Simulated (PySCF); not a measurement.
Molecule: `CC(C)(C)S`, C$_{4}$H$_{10}$S.

Structure with atom numbers: `[CH3:1][C:2]([CH3:3])([CH3:4])[SH:5]`; H(Xn) means a hydrogen on atom n.

Geometry PBE0-D3(BJ)/def2-SVP throughout; GIAO in PySCF, gas phase, one conformer, non-relativistic; equivalent atoms averaged; basis pcSseg-1.

For orientation, KT3 gives these shifts δ (against TMS, CS2 at the same level): C2 46.6, C1/C3/C4 35.4, S5 46.8, H(S5) 1.64, H(C1)/H(C3)/H(C4) 1.39 ppm.

A run gave: C2 49.8, C1/C3/C4 37.7, S5 71.5, H(S5) 1.60, H(C1)/H(C3)/H(C4) 1.42 ppm (shifts δ (against TMS, CS2 at the same level)).

Which functional was used in that run?
A. CAM-B3LYP
B. BP86
C. BHandHLYP
D. LDA
E. BLYP

## Answers

E. S5 tells them apart best: BLYP gives 71.5, LDA gives 63.7, CAM-B3LYP gives 43.4, BHandHLYP gives 27.2, BP86 gives 57.8 ppm.
